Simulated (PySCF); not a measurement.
Ionisation energy of O by level of theory

O [He] 2s2 2p4 (3P) → O⁺ [He] 2s2 2p3 (4S), as a difference of total energies. Calculation: PySCF 2.14, in def2-SVP (3s2p1d, 14 functions); no relativity, point nucleus. Correlated levels: valence: 1s2 frozen. The calculations carry no spin-orbit coupling.

| method | ionisation energy (eV) |
| --- | --- |
| UHF | 12.083 |
| M06-L | 13.896 |
| TPSS | 13.905 |
| MP2 (valence) | 12.963 |
| SCS-MP2 (valence) | 12.985 |
| CCSD (valence) | 12.972 |
| CCSD(T) (valence) | 12.979 |

Question: How much does correlation contribute at CCSD(T) (valence)?

Answer: 12.979 − (12.083) = 0.896 eV, measured against UHF.

Errors of the correlated levels include the incompleteness of this basis and the frozen core.

For comparison: 13.608 eV (measured; NIST levels, between the centres of gravity of the two terms).
